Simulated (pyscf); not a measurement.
PySCF, gas phase, ωB97X-D3(BJ)/def2-SVP geometries. Correlated levels are frozen-core, on RHF or UHF. ΔMP2 is the change of the MP2 total energy from the triple- to the quadruple-zeta basis.

Task: Estimate by transition-state theory the rate constant of HF + F–B(F)–Cl -> F–B(F)–F + HCl (singlet surface; F–H, B–Cl broken, B–F, Cl–H formed) at 600 K, with CCSD(T)/def2-TZVPP + ΔMP2(QZVPP) energies (ideal gas, 1 atm, RRHO with modes under 100 cm⁻¹ raised to 100, one conformer, R ln 2 for chiral ones without a mode under 150 cm⁻¹; no tunnelling).

Result: The electronic barrier is 15.0 kcal/mol and the thermal terms add +18.9, so ΔG‡ = 33.9 kcal/mol. With k_BT/h = 1.25e+13 s⁻¹ and RT = 1.192 kcal/mol, and a volume of 8.18e-20 cm³ per molecule at 1 atm, k = 4.6e-19 cm³ molecule⁻¹ s⁻¹. Wigner's tunnelling factor for 969i cm⁻¹ would be 1.22. A shift of 1 kcal/mol in the barrier changes k by a factor 2.3. One saddle was located; it need not be the lowest between these sides. The CCSD(T) − MP2 part came from Ansatz, without density fitting, on the same reference.
